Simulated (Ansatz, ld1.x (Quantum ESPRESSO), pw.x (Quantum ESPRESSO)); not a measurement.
**Equation-of-state test of one PAW potential (technetium (Tc))**

technetium (Tc), PAW, made with ld1.x (Quantum ESPRESSO) 7.5 (PBEsol, scalar-relativistic). Core [Kr], reference 4d5.5 5s1.5 5p0. Waves: 5s (bound): rcut 2.80, rcutus 3.10 bohr; 5s channel at 2.35 Ry: rcut 2.80, rcutus 3.10 bohr; 5p (bound, empty): rcut 3.40, rcutus 3.75 bohr; 5p channel at 5 Ry: rcut 3.40, rcutus 3.75 bohr; 4d (bound): rcut 2.05, rcutus 2.35 bohr; 4d channel at 0.2 Ry: rcut 2.05, rcutus 2.35 bohr. Local part: all-electron potential smoothed inside 3.65 bohr (lloc = -2). Core correction: Bessel-smoothed model core inside 1.35 bohr. Augmentation charge: BESSEL, radius 1.50 bohr.

Atomic tests: cutoffs needed: 18 Ry and 30 Ry (the cutoffs (Ry, on a coarse ladder) from which the occupation-weighted sum of valence levels, in a spherical-Bessel basis at the reference potential, stays within 10 and 1 mRy of its value at 400 Ry); ghost test: no extra level below or beside the all-electron valence levels (s, p, d, f tested) (spherical-Bessel basis up to 400 Ry, 20 bohr box); configuration tests: 1 of 7 tests not solved or not reliable.

Crystal test: bcc Tc in pw.x 7.5, no spin, 15³ k-points, Fermi–Dirac smearing 0.01 Ry, cutoffs 40/320 Ry. The reference is all-electron LAPW (Ansatz 0.2.0) with the same functional, mesh and smearing; V0 and B0 come from Birch–Murnaghan fits to the pressures at five volumes. Errors are pseudo minus all-electron; Δ is the rms difference of the E(V) curves that follow from these fits, minima aligned, over ±6 % about the mean V0. Mesh and smearing are coarse, so the numbers serve the comparison and aren't converged zero-temperature values; the lattice is a test structure that the element need not adopt.

All-electron: a0 = 3.051 Å (V0 = 14.20 Å³/atom), B0 = 316.6 GPa.

Problem. How far does the potential miss the all-electron equation of state?

Solution. mean pressure error (GPa): +46.25. The pressure does not cross zero within the volumes sampled, so no fit is given. The largest radius (3.75 bohr) exceeds half the bond length (2.50 bohr), so the spheres overlap, which is one possible source of error among others. This is a poor potential for the solid. Atomic configuration tests: 1 of 7 tests not solved or not reliable.

```
V (Å³/atom)  P all-electron (GPa)  P pseudo (GPa)
     13.494                 18.26           77.32
     13.849                  8.52           60.42
     14.204                  0.02           45.55
     14.559                 -7.38           32.49
     14.914                -13.82           21.07
```

Problem. At the middle volume, how do free energy and pressure move when the wave cutoff is lowered (ecutrho held at 320 Ry)?

Solution.

```json
{"cutoff (Ry)": "18", "shift of F (meV/atom)": "+68.3", "shift of P (GPa)": "-2.61"}
{"cutoff (Ry)": "24", "shift of F (meV/atom)": "+32.4", "shift of P (GPa)": "-0.93"}
{"cutoff (Ry)": "32", "shift of F (meV/atom)": "+1.4", "shift of P (GPa)": "-0.01"}
```

The run at the middle volume (120 k-points, 9 iterations) took about 13 s on one core of a shared host (Neoverse-V1, 32 threads, 247 GiB, load 12).
